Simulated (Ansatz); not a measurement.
Crystal: Nd2O, antifluorite type, 3 atoms in the cell.

Theory: PBE, plane waves, PAW datasets (generated soft set 1) (Ansatz).

Cutoff 420 eV; k-mesh 16×16×16 Γ-centred; Fermi–Dirac smearing of 0.0612 eV; no spin polarisation; no spin–orbit coupling.

The fit to the energies gives V₀ = 16.846 Å³/atom (a₀ = 5.869 Å), B₀ = 99.5 GPa, B₀′ = 4.92.

**Question.** What pressure does the program print at V = 15.841 Å³/atom, and how far above the lowest computed point (V = 16.852 Å³/atom) does the energy lie?

**Answer.** 7.12 GPa and 21.03 meV/atom. All points:

| V (Å³/atom) | a (Å) | E − E(min) (meV/atom) | P (GPa) |
| --- | --- | --- | --- |
| 15.841 | 5.7498 | 21.03 | 7.12 |
| 16.178 | 5.7903 | 8.92 | 4.45 |
| 16.515 | 5.8302 | 2.10 | 2.08 |
| 16.852 | 5.8696 | 0.00 | -0.03 |
| 17.189 | 5.9085 | 2.07 | -1.91 |
| 17.526 | 5.9468 | 7.87 | -3.57 |
| 17.863 | 5.9847 | 16.96 | -5.04 |

The published all-electron PBE values for this crystal (mean of FLEUR and WIEN2k, k-spacing 0.06 Å⁻¹; Bosoni et al., Nat. Rev. Phys. 6, 45 (2024)) are V₀ = 16.853 Å³/atom, B₀ = 99.3 GPa, B₀′ = 4.97. This run's mesh is coarser (spacing 0.12 Å⁻¹), so part of any difference comes from k-sampling.

The stress includes the program's correction for the finite plane-wave basis.

This cubic structure is a model: it isn't the usual form of the substance at ambient conditions, and such phases are metastable or hypothetical. The open f shell is treated without spin here, so this is a model state and not the ground state.
